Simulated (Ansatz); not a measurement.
# C₄H₃Cl: up Jacob's ladder to CCSD(T)

One table from this session's results is given with a row withheld; the runs are named, their logs left out.

Program: Ansatz 0.2.0, Gaussian basis. Level of theory: functionals in def2-TZVPP, the program's frozen cores in correlated methods. These are calculated values, not measurements.

Levels to be run: LDA (SPW92), PBE-D4, revPBE-D4, BLYP-D4, r2SCAN-D4, B97M-V, PBE0-D4, B3LYP-D4, r2SCANh-D4, r2SCAN0-D4, HSE06-D4, BHLYP-D4, CAM-B3LYP-D4, LC-ωPBE, ωB97X-V, ωB97M-V, B2PLYP, PBE-QIDH; CCSD(T)/def2-SVP; CCSD(T)/def2-TZVPP; MP2/def2-QZVPP; extrapolation to the limit; RPA on PBE.

**Structure used throughout**

An earlier PBE0-D4 in a triple-zeta def2 set relaxation fixed the geometry.

SMILES `ClC1=CC=C1`, 8 atoms, charge 0, spin multiplicity 1.

Atoms are counted from 1 here; the program's logs count them from 0.

Bond lengths: Cl1–C2 1.688 Å, C2–C3 1.328 Å, C2–C5 1.564 Å, C3–C4 1.566 Å, C3–H6 1.079 Å, C4–C5 1.326 Å, C4–H7 1.081 Å, C5–H8 1.079 Å. Angles: Cl1–C2–C3 135.7°, Cl1–C2–C5 132.4°, C3–C2–C5 91.9°, C2–C3–C4 88.0°, C2–C3–H6 136.1°, C4–C3–H6 135.9°, C3–C4–C5 91.9°, C3–C4–H7 133.3°, C5–C4–H7 134.8°, C2–C5–C4 88.2°, C2–C5–H8 134.8°, C4–C5–H8 137.0°.

Set-up of the first run:

in.yaml reads:

```yaml
crystal:
  periodic: [false, false, false]
  atoms:
    - {symbol: Cl, position_ang: [-1.472634, -0.605376, 2.060556]}
    - {symbol: C, position_ang: [-0.480135, -0.166336, 0.767770]}
    - {symbol: C, position_ang: [0.488519, 0.720166, 0.571440]}
    - {symbol: C, position_ang: [0.596546, 0.195446, -0.899735]}
    - {symbol: C, position_ang: [-0.370783, -0.689834, -0.701681]}
    - {symbol: H, position_ang: [0.985294, 1.472574, 1.163311]}
    - {symbol: H, position_ang: [1.223539, 0.463486, -1.738389]}
    - {symbol: H, position_ang: [-0.878248, -1.447126, -1.278772]}
basis:
  gaussian: {orbitals: def2-TZVPP}
hamiltonian: {xc: lda}
output: {orbitals: {seedname: orbitals}}
```

Started as:

```sh
> ansatz run in.yaml --threads 2 --pin off --events-out ev --progress --plain --max-ram 4352MiB
```

Steps of the session up to this table: LDA; PBE-D4 (GGA); revPBE-D4 (GGA); BLYP-D4 (GGA); r2SCAN-D4 (meta-GGA); B97M-V (meta-GGA); B3LYP-D4 (hybrid); r2SCANh-D4 (hybrid); r2SCAN0-D4 (hybrid); HSE06-D4 (hybrid); BHLYP-D4 (hybrid); CAM-B3LYP-D4 (range-separated); LC-ωPBE (range-separated); ωB97X-V (range-separated); ωB97M-V (range-separated); B2PLYP (double hybrid); PBE-QIDH (double hybrid).

One table of the session follows, with a row left open; its other results are not shown here.

It belongs to the step «Frontier levels by functional». 

```
  functional  HOMO (eV)  LUMO (eV)  gap (eV)
 LDA (SPW92)          ?          ?         ?
      PBE-D4      -4.69      -2.81      1.88
   revPBE-D4      -4.62      -2.72      1.90
     BLYP-D4      -4.53      -2.65      1.88
   r2SCAN-D4      -4.80      -2.71      2.09
      B97M-V      -4.79      -2.59      2.20
     PBE0-D4      -5.73      -1.84      3.88
    B3LYP-D4      -5.52      -2.05      3.48
  r2SCANh-D4      -5.20      -2.34      2.86
  r2SCAN0-D4      -5.80      -1.80      4.01
    HSE06-D4      -5.33      -2.23      3.10
    BHLYP-D4      -6.59      -0.74      5.86
CAM-B3LYP-D4      -7.03      -0.65      6.38
     LC-ωPBE      -8.41       0.52      8.94
     ωB97X-V      -8.00       0.44      8.45
     ωB97M-V      -7.91       0.37      8.28
```

Q: Estimate the row for LDA (SPW92) from the others.

The run gave: HOMO (eV): -4.89; LUMO (eV): -3.06; gap (eV): 1.84. In the column «HOMO (eV)» it lies between r2SCANh-D4 (-5.20) and r2SCAN-D4 (-4.80).
